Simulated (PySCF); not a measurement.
Metal–ligand bonds in Cd(NH2)1–Y. Isolated molecules, 0 K electronic values unless said otherwise. One relaxed conformer stands for each flexible species; it need not be the lowest. Multiplicities are imposed; where one is given, others were not computed. Strings in code marks are SMILES.

Level of theory: PySCF 2.14.0 with PBE-D3(BJ)/def2-TZVP // PBE-D3(BJ)/def2-SVP. All candidates: neutral, multiplicity 2. 

```yaml
highest_occupied_spin_orbital: -7.14 eV
dipole_moment: 1.73 D
```

Which member has these values?
A. `[CH3]`
B. `C[N]C`
C. `[OH]`
D. `C[O]`

C, `[OH]`. The others give `[CH3]`: -5.38 eV, 0.00 D; `C[O]`: -5.97 eV, 2.10 D; `C[N]C`: -5.56 eV, 1.70 D
